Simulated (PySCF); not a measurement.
**Frontier levels across methods**

Species: C5H7Cl.
Structure used (PBE0-D3(BJ)/def2-SVP), in Å, numbered top down from 1:
```
atom  x, y, z in Å
C1     1.4591   -0.7055    0.2495
C2     0.2771   -0.1250   -0.4984
C3    -1.1554   -0.4528    0.0371
C4    -1.3320    1.0318    0.2652
C5    -0.1017    1.3007   -0.1909
Cl6    0.8154    2.7339   -0.3836
H7     1.5501   -1.7879    0.0703
H8     1.3562   -0.5425    1.3338
H9     2.3966   -0.2282   -0.0750
H10    0.3718   -0.3124   -1.5821
H11   -1.8315   -0.9068   -0.7062
H12   -1.1566   -1.0759    0.9467
H13   -2.1512    1.6424    0.6468
```

Basis pcSseg-1 throughout (PySCF), one geometry. Geometry: PBE0-D3(BJ)/def2-SVP; no solvent, vibrations or thermal averaging.

How do the orbital energies, the gap and the dipole change with the method?

| method | kind | HOMO (eV) | LUMO (eV) | gap (eV) | μ (D) | SCF cycles |
| --- | --- | --- | --- | --- | --- | --- |
| BLYP | GGA | -5.74 | -0.71 | 5.03 | 1.53 | 14 |
| B97-D | GGA | -5.87 | -0.76 | 5.11 | 1.61 | 15 |
| OPBE | GGA | -5.91 | -0.76 | 5.15 | 1.64 | 15 |
| PBE | GGA | -5.92 | -0.86 | 5.06 | 1.59 | 15 |
| KT2 | GGA | -5.95 | -0.85 | 5.10 | 1.62 | 15 |
| KT3 | GGA | -5.96 | -0.81 | 5.14 | 1.58 | 14 |
| BP86 | GGA | -6.02 | -0.96 | 5.06 | 1.63 | 14 |
| LDA | LDA | -6.06 | -1.07 | 5.00 | 1.64 | 14 |
| B97-2 | global hybrid | -6.82 | 0.07 | 6.89 | 1.70 | 14 |
| B3LYP | global hybrid | -6.83 | -0.09 | 6.74 | 1.63 | 14 |
| PBE0 | global hybrid | -7.06 | 0.12 | 7.19 | 1.71 | 14 |
| mPW1PW91 | global hybrid | -7.09 | 0.11 | 7.20 | 1.72 | 14 |
| BHandHLYP | global hybrid | -8.04 | 1.25 | 9.29 | 1.75 | 12 |
| CAM-B3LYP | range-separated hybrid | -8.34 | 1.29 | 9.63 | 1.69 | 12 |
| wB97X-D | range-separated hybrid | -8.90 | 1.92 | 10.81 | 1.78 | 13 |
| HF | Hartree–Fock | -9.50 | 3.94 | 13.44 | 1.91 | 11 |
| LC-wPBE | range-separated hybrid | -9.71 | 2.42 | 12.13 | 1.78 | 13 |

The HOMO spans 3.97 eV, from BLYP down to LC-wPBE, and the gap runs from 5.00 eV (LDA) to 13.44 eV (HF). Over the methods BLYP (0 %), B97-D (0 %), OPBE (0 %), PBE (0 %), KT2 (0 %), KT3 (0 %), BP86 (0 %), LDA (0 %), B97-2 (21 %), B3LYP (20 %), PBE0 (25 %), mPW1PW91 (25 %), BHandHLYP (50 %), HF (100 %), a straight line through the gap against the share of exact exchange rises by 0.84 eV for each 10 % (correlation coefficient 1.000). The dipole ranges from 1.53 D (BLYP) to 1.91 D (HF). This basis has no diffuse functions.
